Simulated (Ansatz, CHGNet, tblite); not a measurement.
## Zinc-blende GaAs: properties by level of theory

Reference values: lattice constant a 5.64 Å (measured, static lattice: zero-point anharmonic expansion removed; as tabulated in Mejia-Rodriguez and Trickey (2018), arXiv:1807.09216); zone-centre TO phonon frequency 271 cm⁻¹ (measured, temperature not stated, not corrected to a static lattice, our sources range from 268 to 271; as tabulated in Han and Bester (2011), arXiv:1107.0196); elastic constant C11 119 GPa (measured, temperature not stated, no zero-point or thermal correction; as tabulated in Bastos et al. (2018), arXiv:1801.07526); elastic constant C44 60 GPa (measured, temperature not stated, no zero-point or thermal correction; as tabulated in Råsander and Moram (2015), arXiv:1505.02379).

| level (code) | lattice constant a (Å) | TO(Γ) frequency (cm⁻¹) | elastic constant C11 (GPa) | elastic constant C44 (GPa) |
|---|---|---|---|---|
| GFN2-xTB (tblite) | 6.046 | 166 | 51.5 | 19.6 |
| CHGNet-r²SCAN | 5.667 | 75 | 65.7 | 11.7 |
| r²SCANh (Ansatz) | 5.655 | 270 | 122 | 62.5 |

Differences from the reference values (errors of the level alone only where the reference is corrected to a static lattice):

| level | lattice constant a (%) | zone-centre TO phonon frequency (%) | elastic constant C11 (%) | elastic constant C44 (%) |
|---|---|---|---|---|
| GFN2-xTB | +7.20 | -39 | -57 | -67 |
| CHGNet-r²SCAN | +0.48 | -72 | -45 | -80 |
| r²SCANh | +0.27 | -0.4 | +2.5 | +4.2 |

Nearest: lattice constant a, r²SCANh; zone-centre TO phonon frequency, r²SCANh; elastic constant C11, not ranked (reference at room or unstated temperature); elastic constant C44, not ranked (reference at room or unstated temperature). Values with a doubt, or to which a potential was fitted, aren't ranked.

Machine-learned potentials (CHGNet-r²SCAN) are trained on DFT data: a solid inside that data is no test of them.

Caveats: the method was fitted mainly to molecules (GFN2-xTB); the run uses a supercell at the zone centre in place of a k mesh (GFN2-xTB). Ansatz's density-functional and Hartree–Fock values are scalar-relativistic unless marked +SOC, with PAW data made under PBE.

Differences are worked out from the printed values.

Computed values are for the static lattice.

Ansatz is a quantum-chemistry and plane-wave program.
